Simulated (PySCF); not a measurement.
Zinc-blende GaSb: correlation energy from several methods in one and the same small orbital space (PySCF; 2 atoms at the zone centre, 8 electrons in 58 orbitals, empty ones MP2 natural orbitals of a TZ basis, lattice constant set to 6.0959 Å). It tests the methods against each other and lies far from the crystal's limit.

| method | E_corr (eV per atom) | share of CCSDT(Q) (%) | difference (meV) |
|---|---|---|---|
| MP2 | -1.6783 | 68.5 | 772 |
| CCSD | -2.3194 | 94.7 | 130 |
| CCSD(T) | -2.4096 | 98.4 | 40 |
| CCSDT | -2.4403 | 99.6 | 10 |
| CCSDT(Q) | -2.4498 | 100.0 | 0 |

MP2, (T) and (Q) use filled levels shifted down by the Madelung term, which in so small a cell is a large part of the gap, so these rows hang on it.

CCSDT(Q) is the highest level reached here, not an exact value.
